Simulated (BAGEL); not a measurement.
**[SiH3]− (SMILES [SiH3-]): levels of theory compared**

Aim: a comparison of 6 runs (HF/STO-3G, HF/3-21G, HF/def2-SVP, B3LYP/6-31G*, B3LYP/cc-pVDZ, B3LYP/pcseg-2) of [SiH3]−. 

Program for the calculation: BAGEL 1.2.2.

12 further runs of the same task are left out: 5 that didn't finish, 7 set aside as unsound or not needed.

**1. Starting point**

[SiH3]− has 4 atoms, charge -1, and is taken as a singlet. As SMILES, `[SiH3-]`. Geometry: relaxed at PBE0-D4/def2-TZVPD.

Bond lengths: Si1–H2 1.546 Å, Si1–H3 1.546 Å, Si1–H4 1.546 Å. Angles: H2–Si1–H3 94.1°, H2–Si1–H4 94.1°, H3–Si1–H4 94.1°.

**2. A single-point energy at HF/STO-3G (run 1)**

job.json

```json
{ "bagel": [

{
  "title": "molecule",
  "basis": "sto-3g",
  "df_basis": "qzvpp-jkfit",
  "angstrom": true,
  "geometry": [
    { "atom": "Si", "xyz": [       0.539700,      -0.050700,      -0.300900 ] },
    { "atom": "H", "xyz": [       0.426600,       0.622300,       1.085900 ] },
    { "atom": "H", "xyz": [      -0.298500,      -1.283700,       0.106800 ] },
    { "atom": "H", "xyz": [      -0.667800,       0.712200,      -0.891800 ] }
  ]
},

{ "title": "hf", "charge": -1, "df": false },

{ "title": "print", "file": "orbitals.molden", "orbitals": true }

]}
```

On the command line:

```console
$ BAGEL_NUM_THREADS=1 BAGEL job.json > job.out
```

Log:

```text
* using 1 threads per process

  ===============================================================
  ===============================================================

  *** Geometry ***

  { "atom" : "Si", "xyz" : [      1.019885,     -0.095809,     -0.568619 ] },
  { "atom" : "H", "xyz" : [      0.806157,      1.175977,      2.052054 ] },
  { "atom" : "H", "xyz" : [     -0.564083,     -2.425841,      0.201823 ] },
  { "atom" : "H", "xyz" : [     -1.261959,      1.345863,     -1.685258 ] },

  Number of auxiliary basis functions:      182

  Since a DF basis is specified, we compute 2- and 3-index integrals:
    o Being stored without compression. Storage requirement is 0.000 GB

  Number of basis functions:       12
  Number of electrons      :       17

    * METHOD: MOLECULE                             0.02

  *** RHF ***

  === Nuclear Repulsion ===
    15.0809836817

      * DIIS with orbital gradients will be used.

  === RHF iteration (sto-3g) ===
      0       -287.09368735          0.00611741           0.00
      1       -287.09762839          0.00159218           0.00
      2       -287.09807180          0.00030478           0.00
      3       -287.09808942          0.00002142           0.00
      4       -287.09808949          0.00000269           0.00
      5       -287.09808949          0.00000030           0.00
      6       -287.09808949          0.00000006           0.00
      7       -287.09808949          0.00000001           0.00
    * SCF iteration converged.

    * Permanent dipole moment:
           (   -0.278405,     0.026177,     0.155092) a.u.

    * METHOD: HF                                   0.06

    * METHOD: PRINT                                0.00

  ===============================================================
```

Run time: 0.2 s. Hardware: 1 thread of Arm Neoverse V1, shared host.

**3. A single-point energy at HF/3-21G (run 2)**

input.json

```json
{ "bagel": [

{
  "title": "molecule",
  "basis": "3-21g",
  "df_basis": "qzvpp-jkfit",
  "geometry": [
    { "atom": "Si", "xyz": [  1.01988519, -0.09580911, -0.56861859 ] },
    { "atom": "H", "xyz": [  0.80615716,  1.17597657,  2.05205360 ] },
    { "atom": "H", "xyz": [ -0.56408325, -2.42584143,  0.20182275 ] },
    { "atom": "H", "xyz": [ -1.26195911,  1.34586295, -1.68525776 ] }
  ]
},
{ "title": "hf", "charge": -1, "df": "false" },
{ "title": "print", "file": "orbitals.molden", "orbitals": "true" }

]}
```

On the command line:

```console
$ BAGEL_NUM_THREADS=1 BAGEL input.json > input.out
```

Log:

```text
* using 1 threads per process

  ===============================================================
  ===============================================================

  *** Geometry ***

  { "atom" : "Si", "xyz" : [      1.019885,     -0.095809,     -0.568619 ] },
  { "atom" : "H", "xyz" : [      0.806157,      1.175977,      2.052054 ] },
  { "atom" : "H", "xyz" : [     -0.564083,     -2.425841,      0.201823 ] },
  { "atom" : "H", "xyz" : [     -1.261959,      1.345863,     -1.685258 ] },

  Number of auxiliary basis functions:      182

  Since a DF basis is specified, we compute 2- and 3-index integrals:
    o Being stored without compression. Storage requirement is 0.001 GB

  Number of basis functions:       19
  Number of electrons      :       17

    * METHOD: MOLECULE                             0.02

  *** RHF ***

  === Nuclear Repulsion ===
    15.0809836678

      * DIIS with orbital gradients will be used.

  === RHF iteration (3-21g) ===
      0       -289.04478636          0.01125715           0.00
      1       -289.08208368          0.00214172           0.00
      2       -289.08399152          0.00075166           0.00
      3       -289.08416185          0.00013458           0.00
      4       -289.08416504          0.00002486           0.00
      5       -289.08416522          0.00000312           0.00
      6       -289.08416523          0.00000075           0.00
      7       -289.08416523          0.00000013           0.00
      8       -289.08416523          0.00000003           0.00
      9       -289.08416523          0.00000000           0.00
    * SCF iteration converged.

    * Permanent dipole moment:
           (    0.160644,    -0.015089,    -0.089718) a.u.

    * METHOD: HF                                   0.07

    * METHOD: PRINT                                0.00

  ===============================================================
```

Run time: 0.2 s. Hardware: 1 thread of Arm Neoverse V1, shared host.

Runs 3 to 5 aren't shown in full; the table further down has their settings and results.

**4. Energy and forces at B3LYP/pcseg-2 (density fitting with qzvpp-jkfit) (run 6)**

dft.json

```json
{ "bagel" : [

{
  "title" : "molecule",
  "basis" : "pcseg-2.json",
  "df_basis" : "qzvpp-jkfit",
  "angstrom" : false,
  "geometry" : [
    { "atom" : "Si", "xyz" : [  1.01988519, -0.09580911, -0.56861859 ] },
    { "atom" : "H", "xyz" : [  0.80615716,  1.17597657,  2.05205360 ] },
    { "atom" : "H", "xyz" : [ -0.56408325, -2.42584143,  0.20182275 ] },
    { "atom" : "H", "xyz" : [ -1.26195911,  1.34586295, -1.68525776 ] }
  ]
},
{
  "title" : "force",
  "method" : [
    {
      "title" : "ks",
      "xc_func" : "b3lyp",
      "charge" : -1
    }
  ]
}

]}
```

The basis set pcseg-2 is read from a file made from the Basis Set Exchange's data (not shown).

On the command line:

```console
$ BAGEL_NUM_THREADS=1 BAGEL dft.json > dft.out
```

Log:

```text
* using 1 threads per process

  ===============================================================
  ===============================================================

  *** Geometry ***

  { "atom" : "Si", "xyz" : [      1.019885,     -0.095809,     -0.568619 ] },
  { "atom" : "H", "xyz" : [      0.806157,      1.175977,      2.052054 ] },
  { "atom" : "H", "xyz" : [     -0.564083,     -2.425841,      0.201823 ] },
  { "atom" : "H", "xyz" : [     -1.261959,      1.345863,     -1.685258 ] },

  Number of auxiliary basis functions:      182

  Since a DF basis is specified, we compute 2- and 3-index integrals:
    o Being stored without compression. Storage requirement is 0.008 GB

  Number of basis functions:       76
  Number of electrons      :       17

    * METHOD: MOLECULE                             0.04

  The gradients will be computed analytically.

  *** Kohn-Sham DFT ***

    * Removing 4346 points whose weight is below 1.00e-10
    * Grid points: 55278

  === Nuclear Repulsion ===
    15.0809836678

       - DIIS with orbital gradients will be used.

  === KS iteration (b3lyp / pcseg-2.json) ===
      0       -254.22475538          0.18589053           0.10
      1       -219.00588328          0.48424954           0.11
      2       -263.93031811          0.16420284           0.11
      3       -249.70898993          0.34103939           0.11
      4       -289.39161974          0.07090770           0.11
      5       -291.20799453          0.01557320           0.11
      6       -291.31306936          0.00423657           0.11
      7       -291.31815995          0.00120906           0.11
      8       -291.31859506          0.00012720           0.11
      9       -291.31859978          0.00004966           0.11
     10       -291.31860053          0.00000994           0.11
     11       -291.31860056          0.00000182           0.11
     12       -291.31860056          0.00000022           0.11
     13       -291.31860056          0.00000003           0.11
     14       -291.31860056          0.00000001           0.11
    * SCF iteration converged.

    * Permanent dipole moment:
           (    0.036350,    -0.003408,    -0.020397) a.u.

  * Nuclear energy gradient

    o Atom   0
        x          0.0014038690
        y         -0.0001337379
        z         -0.0007570489
    o Atom   1
        x         -0.0004450748
        y          0.0000597183
        z          0.0002787070
    o Atom   2
        x         -0.0004700879
        y          0.0000021103
        z          0.0002572199
    o Atom   3
        x         -0.0004904849
        y          0.0000711542
        z          0.0002243379
  * Gradient computed with                              1.19

    * METHOD: FORCE                                2.98

  ===============================================================
```

Wall time 3.3 s (1 thread of Arm Neoverse V1, shared host); peak memory 0.45 GiB.

**5. The series**

```tsv
run	level	integral approximation	task	energy (Eh)	HOMO energy (eV)	LUMO energy (eV)	HOMO–LUMO gap (eV)	wall time
1	HF/STO-3G	none	energy	-287.098089	3.22	22.37	19.15	0.2 s
2	HF/3-21G	none	energy	-289.084165	-1.44	10.75	12.20	0.2 s
3	HF/def2-SVP	none	energy	-290.533098	-1.51	10.55	12.06	0.38 s
4	B3LYP/6-31G* (density fitting with qzvpp-jkfit, spherical functions)	qzvpp-jkfit	energy	-291.270104	0.94	7.10	6.16	0.68 s
5	B3LYP/cc-pVDZ (density fitting with qzvpp-jkfit)	qzvpp-jkfit	gradient	-291.287477	–	–	–	1.3 s
6	B3LYP/pcseg-2 (density fitting with qzvpp-jkfit)	qzvpp-jkfit	gradient	-291.318601	–	–	–	3.3 s
```

**6. Results**

| quantity | value |
| --- | --- |
| run 6: total energy | -291.31860 Eh |
| run 6: largest force on an atom | 0.082 eV/Å |

**Reading.** Over runs 1, 2, 3, 4 the HOMO–LUMO gap runs from 6.16 eV (B3LYP/6-31G*) to 19.15 eV (HF/STO-3G). The two ends differ in method and basis. The empty levels of an anion lie above zero and hang on the basis. In runs 1, 4 the HOMO lies above zero, so the outermost electron may be held by the basis alone. In run 1 the basis is minimal, so the values are rough. All runs together took 6.1 s, the longest 3.3 s.
